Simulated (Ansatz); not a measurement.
in.yaml

```yaml
crystal:
  periodic: [false, false, false]
  atoms:
    - {symbol: N, position_ang: [0.000346, -0.000071, -0.066679]}
    - {symbol: H, position_ang: [0.938533, 0.012953, 0.313733]}
    - {symbol: H, position_ang: [-0.482601, 0.808210, 0.305505]}
    - {symbol: H, position_ang: [-0.460745, -0.820176, 0.307354]}
basis:
  gaussian: {orbitals: def2-mTZVP}
total_charge: 1
magnetization: {spin_polarized: false, initial_magnetization: 1}
hamiltonian: {pseudopotentials: {relativity: none}}
correlation: {active_space: {window: {electrons: 3, orbitals: 3}}}
scf: {lower_state_search: off}
```

```sh
$ ansatz run in.yaml --threads 1 --pin off --events-out ev --progress --plain --max-ram 2393MiB
```

Output:

```
these checks for a lower state are left out or cut short: stability, starts, cluster_reference, orbital_swaps, neighbouring_geometries, increment
264 factors; integrals over basis functions are off by at most 1.0e-3 eV
mean field evaluation 1: about -1518.0429 eV, gradient 3.3e1 eV
mean field evaluation 2: about -1518.0429 eV, gradient 3.3e1 eV
mean field evaluation 4: about -1520.1246 eV, gradient 1.7e0 eV
mean field evaluation 8: about -1520.1376 eV, gradient 2.1e-4 eV
mean field -1520.13763872 eV, -55.8640278367 hartree, gradient 2.1e-6 eV, S^2 0.750000; 0 other end points of the search recorded, 0 dependent functions left out
reference -1520.13763872 eV, -55.8640278367 hartree; 5, 4 occupied and 23, 24 virtual orbitals, 264 factors
state -1520.64798254 eV, -55.8827826261 hartree
Total energy: -1520.64798254 eV, -55.8827826261 hartree
Checks for a lower state left out: stability, starts, cluster_reference, orbital_swaps, neighbouring_geometries, increment
```

Ran on 1 thread of Intel Xeon, shared host: 0.15 s wall, 0.14 GiB peak host memory.
